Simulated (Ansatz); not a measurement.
The same path of CH6AlCl (9 atoms, charge 0, multiplicity 1) was run twice with different band settings. Lost on the way: Al1–C2, Cl8–H9. Made: Al1–Cl8, C2–H9.

Theory: Ansatz 0.2.0, RKS PBE0/def2-SVP.

Relaxed end points:

```xyz
9
Properties=species:S:1:pos:R:3
Al 0.000 -0.013 0.262
C 0.041 0.298 2.208
H -0.892 -0.001 2.714
H 0.885 -0.207 2.708
H 0.165 1.377 2.410
H 1.369 -0.098 -0.555
H -1.360 0.227 -0.538
Cl -0.290 -2.676 0.577
H -0.422 -2.594 1.858
```

```xyz
9
Properties=species:S:1:pos:R:3
Al -0.080 -0.627 -0.206
C -0.022 -0.094 2.539
H -0.927 0.114 3.123
H 0.861 -0.143 3.189
H 0.125 0.727 1.820
H 1.389 -0.071 -0.373
H -1.399 0.229 -0.354
Cl -0.307 -2.739 -0.158
H -0.144 -1.085 2.065
```

Common settings: movable images 9; climbing image yes; spring 5.0 eV/Å²; optimiser quadratic models (default); force threshold 0.05 eV/Å; end points relaxed.

| run | start path | iteration limit |
| --- | --- | --- |
| 1 | through a guess of the saddle point | 58 |
| 2 | straight line | 60 |

Question: What does each run give, and how far can it be trusted?

Answer: Run 1: converged after 9 iterations, highest image 0.174 eV above the first end. A vibrational analysis at the climbing image gives 2 clearly imaginary modes (476i, 50i cm⁻¹): a point of higher order. A lower path may pass nearby, or the ends, which weren't checked, may share the extra mode.
Run 2: converged after 10 iterations, highest image 0.175 eV above the first end. Another band between the same ends (9 images) ends at a top of the same energy, where a vibrational analysis finds 2 clearly imaginary modes.
The orbitals stay closed-shell, which can raise the energy where a bond breaks towards radicals; this wasn't checked here.
